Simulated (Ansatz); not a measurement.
Born–Oppenheimer molecular dynamics of C4H5FS (11 atoms, charge 0, multiplicity 1). It starts from a relaxed structure.

Computed with RKS revPBE-D4/STO-3G in Ansatz 0.2.0.

```yaml
ensemble: NVE (velocity Verlet)
time_step: 0.25 fs
steps_asked: 250
starting_velocities_drawn_for: 500 K
seed: 704823
```

First frame:

```xyz
11
Properties=species:S:1:pos:R:3
C -1.032 -1.068 -0.362
C -0.106 -0.086 -0.178
C 0.396 0.754 -1.308
S 1.500 1.957 -1.192
C 0.466 0.192 1.256
F -0.109 -0.650 2.234
H -1.387 -1.674 0.492
H -1.456 -1.290 -1.357
H -0.080 0.466 -2.280
H 1.588 0.060 1.216
H 0.286 1.281 1.499
```

(1) How far do the bonds stretch over the last three quarters of this one trajectory? (Pairs bonded in most of those frames.)

Results:

(1) 
```csv
bond,mean (Å),spread (Å),shortest,longest
C1–C2,1.362,0.019,1.33,1.40
C1–H7,1.109,0.026,1.07,1.15
C1–H8,1.107,0.018,1.07,1.14
C2–C3,1.498,0.030,1.45,1.55
C2–C5,1.568,0.018,1.53,1.59
C3–S4,1.642,0.019,1.61,1.68
C3–H9,1.120,0.010,1.10,1.14
C5–F6,1.421,0.045,1.35,1.48
C5–H10,1.133,0.010,1.11,1.16
C5–H11,1.131,0.011,1.11,1.16
```

Mean temperature of the second half: 239 K. The conserved energy stayed within 0.054 meV per atom of its start (net change 0.026 meV per atom), so the integration is sound. The temperature averaged 0.48 of the 500 K drawn at the start: a run that starts near a minimum puts about half its kinetic energy into the potential. A run of 0.062 ps of so small a system gives no equilibrium averages. Limits of this set-up: minimal basis.

The run took 4.5 min on 1 thread of Intel(R) Xeon(R) 6975P-C (Granite Rapids) (shared host), peak memory 0.1 GiB.
